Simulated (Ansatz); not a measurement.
**BH2 (doublet): wave-function methods side by side at a displaced geometry (v2), cc-pVTZ**

How much of the correlation energy of BH2 (doublet) does each wave-function method recover here?

The runs use Ansatz 0.2.0, Gaussian basis; cc-pVTZ, core rule «outside noble gas», up to 1 orbitals frozen.

The runs, in order: UHF; CCSD(T) on ROHF; CCSD(T) on UHF; BCCD(T) on ROHF; CISD; CCSDT(Q) on ROHF; CCSDT(Q) on UHF.

24 further runs of the same task are left out: 5 for a known fault of the program, 8 that didn't finish, 11 set aside as unsound or not needed.

## 1. The system

The geometry is a PBE0/def2-TZVP stationary point (not a proven minimum) with its atoms shifted at random (size 0.100 Å).

3 atoms, charge 0, spin multiplicity 2.

Atoms are counted from 1 here; the program's logs count them from 0.

Bond lengths: B1–H2 1.196 Å, B1–H3 1.188 Å. Angles: H2–B1–H3 128.6°.

## 2. UHF

Input file in.yaml:

```yaml
crystal:
  periodic: [false, false, false]
  atoms:
    - {symbol: B, position_ang: [0.019891, -0.078774, -0.001179]}
    - {symbol: H, position_ang: [-0.144983, 0.438672, -1.066594]}
    - {symbol: H, position_ang: [-0.068363, 0.406249, 1.079242]}
basis:
  gaussian: {orbitals: cc-pVTZ}
magnetization: {spin_polarized: true, initial_magnetization: 1}
hamiltonian: {xc: hf}
output: {orbitals: {seedname: orbitals}}
```

Run with:

```
> ansatz run in.yaml --threads 1 --pin off --events-out ev --progress --plain --max-ram 2393MiB
```

After this run come: CCSD(T) on ROHF; CCSD(T) on UHF; BCCD(T) on ROHF; CISD; CCSDT(Q) on ROHF; CCSDT(Q) on UHF.

Q: Predict the results of all the runs planned. Wanted: UCCSDT(Q) below the RHF energy; RMP2 from UCCSDT(Q); UMP2 from UCCSDT(Q); RCCSD from UCCSDT(Q); RCCSD(T) from UCCSDT(Q); UCCSD(T) from UCCSDT(Q); RCCSDT(Q) from UCCSDT(Q); T1 diagnostic.

The runs gave:

| quantity | value |
| --- | --- |
| UCCSDT(Q) below the RHF energy | -2.8477 eV |
| RMP2 from UCCSDT(Q) | +569.9 meV |
| UMP2 from UCCSDT(Q) | +567.5 meV |
| RCCSD from UCCSDT(Q) | +66.9 meV |
| RCCSD(T) from UCCSDT(Q) | +13.1 meV |
| UCCSD(T) from UCCSDT(Q) | +12.8 meV |
| RCCSDT(Q) from UCCSDT(Q) | +0.4 meV |
| levels within 1 kcal/mol (43 meV) | RCCSD(T), UCCSD(T), BCCD(T), RCCSDT, UCCSDT, RCCSDT(Q) |
| T1 diagnostic | 0.015 |

What this shows: RCCSD(T) lands +13.1 meV from the yardstick (0.5 % of the correlation energy). These misses are within one basis, not against nature; the frozen cores of restricted and unrestricted runs differ, which can shift their rows.
